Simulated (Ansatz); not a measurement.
**Breaking a bond in [NO2]− (nitrite)**

The species is [NO2]− (3 atoms), meant as a singlet with charge -1. As SMILES, `O=N[O-]`. Geometry: relaxed at GFN2-xTB.

```csv
atom,x (Å),y (Å),z (Å)
O,0.3323,1.0152,0.2953
N,0.3302,-0.2487,0.1541
O,-0.6625,-0.7665,-0.4494
```

The N2–O3 distance is scanned; the parts on either side stay rigid. Basis STO-3G, 3 core orbitals frozen in the correlated methods; program Ansatz 0.2.0. FCI is exact within this basis and core. Energies in eV from each method's value at 1.272 Å; methods without a U are spin-restricted. The set has no diffuse functions, which an anion needs. The shape above is that at 1.272 Å.

```csv
distance (Å),r2SCAN,PBE0,wB97X,HSE06,B2PLYP,FCI
1.272,0.00,0.00,0.00,0.00,0.00,0.00
1.590,0.50,0.89,1.02,0.88,0.64,0.33
2.544,5.19,6.24,6.37,6.22,5.76,3.02
3.180,6.11,7.06,7.38,7.03,6.25,3.26
```

Departure from the FCI curve at its largest: r2SCAN +2.85 eV at 3.18 Å; PBE0 +3.80 eV at 3.18 Å; wB97X +4.12 eV at 3.18 Å; HSE06 +3.78 eV at 3.18 Å; B2PLYP +2.99 eV at 3.18 Å. Restricted functionals keep the electrons paired too, and rise too high.
